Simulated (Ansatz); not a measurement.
Input file:

```yaml
crystal:
  periodic: [false, false, false]
  atoms:
    - {symbol: B, position_ang: [0.000000, 0.000000, 0.675628]}
    - {symbol: B, position_ang: [0.000000, 0.000000, -0.909454]}
    - {symbol: H, position_ang: [0.000000, 1.047868, 1.253990]}
    - {symbol: H, position_ang: [0.000000, -1.047868, 1.253990]}
basis:
  gaussian: {orbitals: STO-3G}
magnetization: {spin_polarized: true, initial_magnetization: 4}
hamiltonian: {pseudopotentials: {relativity: none}}
correlation: {method: ccsdt_q_b, electrons: all}
accuracy: high
```

```sh
$ ansatz run in.yaml --threads 1 --pin off --events-out ev --progress --plain --max-ram 2393MiB
```

Output:

```
188 factors; integrals over basis functions are off by at most 1.4e-8 eV
mean field evaluation 1: about -1342.7247 eV, gradient 1.4e1 eV
mean field evaluation 2: about -1342.7535 eV, gradient 1.4e1 eV
mean field evaluation 4: about -1345.6642 eV, gradient 2.5e0 eV
mean field evaluation 8: about -1345.8050 eV, gradient 9.9e-3 eV
mean field evaluation 16: about -1345.8050 eV, gradient 8.3e-5 eV
mean field evaluation 32: about -1348.1770 eV, gradient 4.6e-5 eV
mean field evaluation 64: about -1338.4478 eV, gradient 2.8e-1 eV
mean field evaluation 96: about -1347.7336 eV, gradient 4.2e0 eV
mean field evaluation 128: about -1342.1249 eV, gradient 1.1e0 eV
mean field evaluation 160: about -1348.1770 eV, gradient 2.8e-3 eV
...
cycle  12  -1.54249132 eV  change    1.4e-6 eV  update   8.5e-7
cycle  13  -1.54249145 eV  change   -1.3e-7 eV  update   3.1e-7
cycle  14  -1.54249159 eV  change   -1.4e-7 eV  update   1.2e-7
cycle  15  -1.54249160 eV  change   -1.2e-8 eV  update   4.0e-8
cycle  16  -1.54249161 eV  change   -1.5e-8 eV  update   1.8e-8
cycle  17  -1.54249153 eV  change    8.3e-8 eV  update   3.8e-8
cycle  18  -1.54249150 eV  change    2.7e-8 eV  update   1.8e-8
cycle  19  -1.54249151 eV  change   -6.3e-9 eV  update   5.2e-9
cycle  20  -1.54249151 eV  change   -3.0e-9 eV  update   1.7e-9
cycle  21  -1.54249151 eV  change   1.3e-10 eV  update  4.5e-10
perturbative correction -0.00069662 eV, -0.0000256002 hartree
Total energy: -1349.72016266 eV, -49.6013011046 hartree
```

Ran on 1 thread of Arm Neoverse N1, shared host: 5.5 s wall, 0.16 GiB peak host memory.
